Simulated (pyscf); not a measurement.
## Atom transfer: H₃C–Si(Cl)(Cl)–Cl + H• → H₃C–Si•(Cl)–Cl + HCl

Gas phase, doublet surface, charge 0. Bonds broken: Si2–Cl3. Bonds formed: Cl3–H9. Single points on ωB97X-D3(BJ)/def2-SVP structures (PySCF, gas phase).

Transition state (Å):

```xyz
9

C     -1.0671     0.9873     0.7381
Si    -1.8768    -0.6451     0.3801
Cl    -0.6624    -1.6814    -1.3460
Cl    -3.8268    -0.3554    -0.2123
Cl    -1.8570    -1.8300     2.0634
H     -1.6014     1.5020     1.5523
H     -0.0207     0.8290     1.0405
H     -1.0875     1.6218    -0.1610
H      0.2083    -2.2035    -2.4457
```

One imaginary mode, 712i cm⁻¹; descent along it reached the two sides named.

```
bond     change  reactant side (Å)  saddle  product side
-------  ------  -----------------  ------  ------------
Si2–Cl3  breaks              2.048   2.351           3.5
Cl3–H9    forms                3.6   1.497         1.284
```

Electronic energies relative to the separated reactants (kcal/mol):

```tsv
level	barrier	reaction energy	reverse barrier
ωB97X-D3(BJ)/def2-TZVP	24.0	+10.3	13.7
PBE/def2-TZVP	11.3	+3.7	7.6
r²SCAN/def2-TZVP	13.6	+5.2	8.4
B3LYP-D3(BJ)/def2-TZVP	14.5	+4.0	10.5
PBE0-D3(BJ)/def2-TZVP	16.8	+7.1	9.7
M06-2X/def2-TZVP	21.3	+6.8	14.6
ωB97M-D3(BJ)/def2-TZVP	22.3	+8.5	13.8
HF/def2-TZVP	37.9	+9.1	28.8
```

With ωB97M-D3(BJ)/def2-TZVP energies and thermal terms (ideal gas, 1 atm, RRHO with modes under 100 cm⁻¹ raised to 100, one conformer, R ln 2 for chiral ones without a mode under 150 cm⁻¹), in kcal/mol:

```csv
T (K),ΔH‡,ΔG‡,ΔH,ΔG
298,22.4,28.0,+11.0,+6.9
600,21.9,33.8,+10.1,+3.1
900,21.6,39.8,+9.1,-0.1
1200,21.2,46.0,+8.1,-3.1
```

The same reactants have a lower exit, to •H₂C–Si(Cl)(Cl)–Cl + H₂ (barrier +12.7 kcal/mol at ωB97M-D3(BJ)/def2-TZVP, against +22.3 kcal/mol here). One saddle was located; it need not be the lowest between these sides. The angle at the transferred Cl is 174°.
